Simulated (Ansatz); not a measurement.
Geometry optimisation, Ansatz 0.2.0, RKS LDA/def2-SVP.

The input (input.yaml):

```yaml
crystal:
  periodic: [false, false, false]
  atoms:
    - { symbol: O, position_ang: [-0.6076, -0.9039, 0.7545] }
    - { symbol: C, position_ang: [-0.0571, -0.0693, 0.0484] }
    - { symbol: O, position_ang: [1.2209, -0.1183, -0.221] }
    - { symbol: O, position_ang: [-0.5305, 0.9917, -0.5677] }
    - { symbol: H, position_ang: [1.5656, -0.9156, 0.2606] }
    - { symbol: H, position_ang: [0.33088, 1.38457, -1.01912] }
basis:
  gaussian: { orbitals: def2-SVP }
hamiltonian:
  xc: lda
relax:
  f_tol: 0.015
  max_steps: 40
output:
  orbitals: {}
```

Launched with:

```bash
$ ansatz run input.yaml --threads 1 --pin off --max-ram 2048MiB --backend cpu --events-out ev --progress --plain --runs-dir out
```

Problem. Where does it end, and by what steps?

Solution. It converged. After 6 steps the energy has fallen by 0.277 eV; H6 moved furthest, 0.14 Å.

| step | energy less start (eV) | largest force component (eV/Å) | accepted |
| --- | --- | --- | --- |
| 0 | 0.0000 | 2.593 | yes |
| 1 | -0.2147 | 0.935 | yes |
| 2 | -0.2693 | 0.252 | yes |
| 3 | -0.2720 | 0.321 | yes |
| 4 | -0.2748 | 0.231 | yes |
| 5 | -0.2771 | 0.027 | yes |
| 6 | -0.2771 | 0.004 | yes |

```xyz
6
Properties=species:S:1:pos:R:3
O -0.654 -0.841 0.718
C -0.018 -0.076 0.049
O 1.304 -0.174 -0.192
O -0.522 0.990 -0.562
H 1.611 -0.975 0.284
H 0.202 1.445 -1.041
```

The run took 7.4 s on 1 thread of Arm Neoverse V1 (shared host), peak memory 0.11 GiB.
